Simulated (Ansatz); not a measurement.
# Gold, fcc under r²SCAN: convergence with the plane-wave cutoff

How high must the plane-wave cutoff be for energy and pressure to settle? The geometry was relaxed under r²SCAN beforehand and stays fixed; 9 values are run, from 150 to 800 eV. Wanted are the values from which on the energy stays within 10 and 1 meV/atom, and the pressure within 0.5 GPa, of the last run. Within the series other settings stay, but some runs also write fields, which adds to their time. Spin polarisation is left out.

Program: Ansatz 0.2.0. Level of theory: DFT r²SCAN, plane waves with PAW, scalar-relativistic. These are calculated values, not measurements.

**1. The starting structure**

It takes space group Fm-3m (No. 225, cubic). Conventional cell: a = 4.123 Å, b = 4.123 Å, c = 4.123 Å, α = 90.00°, β = 90.00°, γ = 90.00°. Around Au (site symmetry m-3m) lie 12 Au at 2.92 Å.

As a file:

```cif
data_structure
_symmetry_space_group_name_H-M 'P 1'
_symmetry_Int_Tables_number 1
_cell_length_a 2.9154
_cell_length_b 2.9154
_cell_length_c 2.9154
_cell_angle_alpha 60.000
_cell_angle_beta 60.000
_cell_angle_gamma 60.000
_cell_volume 17.52
loop_
_atom_site_label
_atom_site_type_symbol
_atom_site_fract_x
_atom_site_fract_y
_atom_site_fract_z
_atom_site_occupancy
Au1 Au 0.00000 0.00000 0.00000 1
```

**2. A run at the usual settings, for scale**

Contents of input.yaml:

```yaml
crystal:
  lattice:
    - [0.0, 2.0615246536, 2.0615246536]
    - [2.0615246536, 0.0, 2.0615246536]
    - [2.0615246536, 2.0615246536, 0.0]
  atoms:
    - { symbol: Au, position: [0.0, 0.0, 0.0] }
hamiltonian:
  xc: r2scan
  pseudopotentials:
    kind: paw
    azcp:
      Au: "pseudopotentials/Au.paw.azcp"
basis:
  ecutwfc: 500
  fft_grid_basis: typed
kpoints:
  mp_grid: { grid: [22, 22, 22], shift: [0, 0, 0] }
magnetization:
  spin_polarized: false
scf:
  occupations: { method: fermi_dirac, width: 0.1 }
  lower_state_search: "off"
output:
  stress: true
  write_density: true
  write_potential: true
  elf: true
  volumetric_format: npy
```

On the command line:

```sh
> ansatz run input.yaml --threads 2 --pin off --max-ram 5120MiB --backend cpu --events-out ev --progress --plain --runs-dir out
```

**3. Run at 150 eV**

The run at 150 eV.

Changes to input.yaml since step 2:

```diff
@@ -14,6 +14,6 @@
 basis:
-  ecutwfc: 500
+  ecutwfc: 150
   fft_grid_basis: typed
 kpoints:
-  mp_grid: { grid: [22, 22, 22], shift: [0, 0, 0] }
+  mp_grid: { grid: [13, 13, 13], shift: [0, 0, 0] }
 magnetization:
@@ -25,5 +25 @@
   stress: true
-  write_density: true
-  write_potential: true
-  elf: true
-  volumetric_format: npy
```

**4. Run at 200 eV**

The run at 200 eV.

Changes to input.yaml since step 3:

```diff
@@ -14,3 +14,3 @@
 basis:
-  ecutwfc: 150
+  ecutwfc: 200
   fft_grid_basis: typed
```

**5. Run at 250 eV**

The run at 250 eV.

Changes to input.yaml since step 4:

```diff
@@ -14,3 +14,3 @@
 basis:
-  ecutwfc: 200
+  ecutwfc: 250
   fft_grid_basis: typed
@@ -25 +25,5 @@
   stress: true
+  write_density: true
+  write_potential: true
+  elf: true
+  volumetric_format: npy
```

**6. Run at 300 eV**

The run at 300 eV.

Changes to input.yaml since step 5:

```diff
@@ -14,3 +14,3 @@
 basis:
-  ecutwfc: 250
+  ecutwfc: 300
   fft_grid_basis: typed
@@ -25,5 +25 @@
   stress: true
-  write_density: true
-  write_potential: true
-  elf: true
-  volumetric_format: npy
```

**7. Run at 350 eV**

The run at 350 eV.

Changes to input.yaml since step 6:

```diff
@@ -14,3 +14,3 @@
 basis:
-  ecutwfc: 300
+  ecutwfc: 350
   fft_grid_basis: typed
```

**8. Run at 420 eV**

The run at 420 eV.

Changes to input.yaml since step 7:

```diff
@@ -14,3 +14,3 @@
 basis:
-  ecutwfc: 350
+  ecutwfc: 420
   fft_grid_basis: typed
```

**9. Run at 500 eV**

The run at 500 eV.

Changes to input.yaml since step 8:

```diff
@@ -14,3 +14,3 @@
 basis:
-  ecutwfc: 420
+  ecutwfc: 500
   fft_grid_basis: typed
```

**10. Run at 600 eV**

The run at 600 eV.

Changes to input.yaml since step 9:

```diff
@@ -14,3 +14,3 @@
 basis:
-  ecutwfc: 500
+  ecutwfc: 600
   fft_grid_basis: typed
```

**11. Run at 800 eV**

The run at 800 eV.

Changes to input.yaml since step 10:

```diff
@@ -14,3 +14,3 @@
 basis:
-  ecutwfc: 600
+  ecutwfc: 800
   fft_grid_basis: typed
```

(Steps that only read results are left out.)

Q: Predict the outcome of this session.

The runs gave:

```
                                                                      quantity                                value
                                   E(σ → 0) stays within 10 meV/atom of 800 eV                       from 420 eV on
                                              E(σ → 0) stays within 1 meV/atom                       from 600 eV on
                                                 pressure stays within 0.5 GPa                       from 300 eV on
                                                            pressure at 800 eV                             0.01 GPa
                                               CPU time, dearest over cheapest                                  3.9
run at the usual settings (mesh 22×22×22 against the series' 13×13×13, 500 eV)  +1.8 meV/atom from 800 eV, 0.19 GPa
```

**Reading.** At 150 eV the energy differs by +51724 meV/atom and the pressure by -91.7 GPa. Each step up in cutoff lowers the energy. Total energies within 1 meV/atom need 600 eV; differences between like structures often settle sooner. The cell taken over is 3 % larger than the measured one (16.96 Å³/atom, COD).
